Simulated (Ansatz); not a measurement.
The inner images of a band of AlH$_{5}$N (7 atoms, charge 0, multiplicity 2) are given out of order.

All numbers below come from Ansatz, UKS B3LYP/def2-SVP.

Initial state:

```xyz
7
Properties=species:S:1:pos:R:3
Al 0.022 -0.024 0.676
H -0.546 1.444 1.353
H 1.461 0.162 0.029
H -1.160 -0.830 -0.015
N 0.109 -0.329 2.539
H -0.721 -0.509 3.109
H 0.834 0.085 3.130
```

Final state:

```xyz
7
Properties=species:S:1:pos:R:3
Al 0.245 0.173 0.249
H -0.933 0.845 2.554
H 1.548 -0.771 0.311
H -1.146 -0.525 -0.165
N -0.113 0.275 2.328
H -0.283 -0.663 2.704
H 0.682 0.667 2.840
```

Question: Put them in order from the first end to the last, with their energies above the first end.
A.
```xyz
7
Properties=species:S:1:pos:R:3
Al -0.074 0.250 0.270
H -0.419 1.035 2.654
H 1.489 0.088 -0.053
H -1.106 -0.923 -0.098
N -0.060 0.115 2.394
H -0.687 -0.579 2.812
H 0.857 0.015 2.841
```
B.
```xyz
7
Properties=species:S:1:pos:R:3
Al 0.010 0.264 0.238
H -0.625 0.991 2.753
H 1.554 -0.164 0.090
H -1.096 -0.862 -0.075
N -0.104 0.204 2.360
H -0.568 -0.652 2.676
H 0.830 0.219 2.778
```
C.
```xyz
7
Properties=species:S:1:pos:R:3
Al -0.043 0.151 0.353
H -0.399 0.974 2.298
H 1.483 0.188 -0.089
H -1.160 -0.874 -0.123
N -0.018 0.014 2.435
H -0.706 -0.536 2.959
H 0.844 0.083 2.987
```
D.
```xyz
7
Properties=species:S:1:pos:R:3
Al 0.117 0.221 0.236
H -0.796 0.930 2.664
H 1.572 -0.465 0.194
H -1.146 -0.719 -0.102
N -0.108 0.245 2.341
H -0.415 -0.671 2.679
H 0.777 0.460 2.808
```
E.
```xyz
7
Properties=species:S:1:pos:R:3
Al 0.020 0.001 0.528
H -0.403 1.084 1.890
H 1.486 0.132 -0.061
H -1.162 -0.842 -0.108
N 0.024 -0.111 2.471
H -0.771 -0.421 3.031
H 0.807 0.157 3.070
```

Answer: E (+0.49 eV), C (-0.30 eV), A (-0.62 eV), B (-0.67 eV), D (-0.68 eV).

Time of the run: 4 min on 1 thread of Arm Neoverse V2, on a shared host, peak memory 0.12 GiB.
